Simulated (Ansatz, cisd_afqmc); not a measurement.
Species: C3H3, charge 0, doublet. C3H3 (SMILES [CH]=C=C, doublet).
B3LYP-D3(BJ)/def2-TZVP minimum from Ansatz (a quantum-chemistry and plane-wave program):
```xyz
6

C     -0.0003    -0.0188     0.1135
C     -0.0037    -0.2179     1.3177
C      0.0034     0.2038    -1.2323
H     -0.0066    -0.3912     2.3654
H      0.9329     0.3302    -1.7707
H     -0.9230     0.2584    -1.7878
```
Charge 0, spin multiplicity 2.

Total energies in cc-pVDZ, 15 correlated electrons, 3 frozen orbitals. UHF or UKS for unpaired electrons; spin-orbit terms are left out. Cores are frozen in correlated methods. No relativity. The Monte Carlo rows (phaseless AFQMC, CISD trial, step 0.005/hartree) carry one-sigma bars that omit the constraint's bias. Outlying blocks are dropped, and bars are widened where a walk drifts. Over all cases where full CI ran beside it in this data, AFQMC minus full CI had a median of +0.1 mEh and passed +0.4 mEh in a tenth of the cases. The UHF reference of C3H3 ([CH]=C=C, doublet) is spin-contaminated (<S^2> up to 0.21 over the pure value in the sets run).

| method | program | energy (Eh) | minus CCSDT(Q) (mEh) |
|---|---|---|---|
| HF | Ansatz | -115.26079 | 405.12 |
| MP2 | Ansatz | -115.60649 | 59.43 |
| CCSD | Ansatz | -115.64847 | 17.45 |
| CCSD(T) | Ansatz | -115.66330 | 2.62 |
| CCSDT(Q) | Ansatz | -115.66591 | 0.00 |
| AFQMC/CISD | cisd_afqmc | -115.6653 ± 0.0004 | 0.7 ± 0.4 |

Rough core times of Ansatz's runs on a shared machine: CCSD(T) under 20 s, CCSDT(Q) 2 min.
